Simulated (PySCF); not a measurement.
Question: What does the GFN2-xTB structure of `C=CC[S-]` look like in three dimensions? (Charge -1.)

Answer: 
```
atom  x, y, z in Å
C1     1.407    0.019   -0.147
C2     0.222   -0.408    0.278
C3    -1.086    0.057   -0.223
S4    -1.755    1.096    1.116
H5     1.496    0.703   -0.978
H6     2.330   -0.263    0.338
H7     0.167   -1.074    1.133
H8    -1.781   -0.775   -0.403
H9    -0.988    0.651   -1.139
```

Any rigid rotation of these coordinates is as good. Atoms count from 1 in this order. C1 (terminal =CH2 carbon) is planar (angles 122.3°, 121.6° and 116.1°, sum 360.0°, 0.01 Å off the plane of its three neighbours). Of the pairs four or more bonds apart, H5···H9 is among the closest relative to their van der Waals radii: 2.49 Å, 104 % of the sum of Bondi's values. The 2 C–C bonds span 1.330 Å (C1=C2, drawn double) to 1.476 Å (C2–C3, drawn single), a spread of 0.146 Å. C2 (alkene CH carbon) is planar (angles 125.4°, 119.7° and 114.6°, sum 359.7°, 0.04 Å off the plane of its three neighbours).

Bonds between heavy atoms (Å): C1=C2 1.330, C2–C3 1.476, C3–S4 1.823.

Structure optimised with GFN2-xTB, isolated species.

Point group: C1 (no symmetry element, even within 0.4 Å). Stationary, but not proved a minimum. Torsions: C1–C2–C3–S4 -107°.

One conformer stands for the species.

These are computed values.
